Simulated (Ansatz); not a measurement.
`CC(F)S`, 9 atoms. Charge 0, multiplicity 1. All runs use 2 threads of an Intel Xeon on a shared host. Correlated methods freeze the cores.

Task: How many basis functions does each run have, and how long does it take in Ansatz? RKS ωB97M-V/def2-QZVPP energy; RKS PBE0-D4/def2-SVP energy; RKS B97M-V/def2-TZVPP energy; RKS ωB97M-V/def2-SVP energy; RKS ωB97M-V/def2-TZVPP energy and forces; RKS PBE0-D4/def2-TZVP relaxation (6 steps); RKS PBE0-D4/def2-TZVP frequencies; RKS HSE06 (plane-wave form)-D4/def2-TZVPP energy; RHF-CCSD(T)/def2-TZVPP energy; direct RPA on PBE orbitals/def2-TZVPP energy; RKS B3LYP-D4/def2-TZVPP energy and forces; RHF-CCSD(T)/def2-SVP energy. (Estimate.)

Result: Ansatz gave: Other jobs shared the machine, so times are rough.

| level | job | functions | wall time | peak host memory (GiB) |
| --- | --- | --- | --- | --- |
| RKS PBE0-D4/def2-SVP | energy | 85 | 2.3 s | 0.41 |
| RKS HSE06 (plane-wave form)-D4/def2-TZVPP | energy | 205 | 6 s | 0.42 |
| RHF-CCSD(T)/def2-SVP | energy | 85 | 6 s | 0.41 |
| RKS ωB97M-V/def2-SVP | energy | 85 | 8 s | 0.41 |
| RKS B3LYP-D4/def2-TZVPP | energy and forces | 205 | 9 s | 0.46 |
| direct RPA on PBE orbitals/def2-TZVPP | energy | 205 | 11 s | 0.41 |
| RKS B97M-V/def2-TZVPP | energy | 205 | 17 s | 0.29 |
| RKS ωB97M-V/def2-TZVPP | energy and forces | 205 | 20 s | 0.58 |
| RKS ωB97M-V/def2-QZVPP | energy | 391 | 37 s | 1.2 |
| RKS PBE0-D4/def2-TZVP | relaxation (6 steps) | 160 | 48 s | 0.34 |
| RHF-CCSD(T)/def2-TZVPP | energy | 205 | 2.1 min | 2.7 |
| RKS PBE0-D4/def2-TZVP | frequencies | 160 | 4.3 min | 0.41 |

B3LYP here is the variant with VWN-RPA as its local correlation; programs differ in this.
